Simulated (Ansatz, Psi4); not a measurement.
## C2H4Cl2 (1,2-dichloroethane): from total energies to a heat of formation

The species is C2H4Cl2 (8 atoms), meant as a singlet with charge 0. SMILES: `ClCCCl`. The coordinates come from a PBE0-D4/def2-TZVP relaxation. This is one conformer, not always the lowest.

Total energies at BHLYP/6-31G* (spherical functions) (Psi4 1.11); the atoms run unrestricted:

| species | state | energy (Eh) |
| --- | --- | --- |
| C2H4Cl2 | singlet | -998.928776 |
| Cl | doublet | -460.124695 |
| C | triplet | -37.834540 |
| H | doublet | -0.496834 |

Harmonic wavenumbers at PBE0-D4/def2-TZVP, in cm⁻¹: 115, 262, 414, 687, 708, 900, 961, 1061, 1164, 1232, 1315, 1340, 1462, 1464, 3086, 3094, 3149, 3163.

Measured heats of formation of the gaseous atoms at 298.15 K, in kJ/mol: Cl 121.3, C 716.9, H 218.0. Spin-orbit lowering of the atoms at 298 K (mean of the ground term's levels less their thermal mean, from spectra), in kJ/mol: Cl 3.44, C 0.02. Take 1 Eh = 2625.50 kJ/mol, 1 cm⁻¹ = 0.0119627 kJ/mol, RT = 2.479 kJ/mol.

**Question.** Work out the heat of formation of the gas at 298 K.

**Answer.** 
1. Electronic atomisation energy: 2 × (-460.124695) + 2 × (-37.834540) + 4 × (-0.496834) − (-998.928776) = 1.022970 Eh = 2685.8 kJ/mol.
2. Zero-point energy: half the sum of the wavenumbers, 12788.5 cm⁻¹ = 153.0 kJ/mol.
3. Thermal vibrational enthalpy, Σ hcν̃/(exp(hcν̃/kT) − 1): 5.0 kJ/mol. Translation, rotation and pV of a non-linear molecule: 4 RT = 9.9 kJ/mol.
4. The 8 free atoms carry 5/2 RT each: 49.6 kJ/mol.
5. Spin-orbit coupling lowers the free atoms by 2 × 3.44 + 2 × 0.02 = 6.9 kJ/mol.
6. Atomisation enthalpy at 298 K: 2685.8 − 6.9 − 153.0 − 5.0 − 9.9 + 49.6 = 2560.6 kJ/mol.
7. Sum of the atoms' heats of formation: 2548.4 kJ/mol. Heat of formation: 2548.4 − 2560.6 = -12.2 kJ/mol.

The tabulated value is -130.1 kJ/mol (Active Thermochemical Tables), so this level is off by +117.9 kJ/mol, or 4.4 % of the atomisation enthalpy that the table implies (2678.4 kJ/mol). Hybrids with much exact exchange underbind. Anharmonicity and any spin-orbit splitting of the molecule are left out.
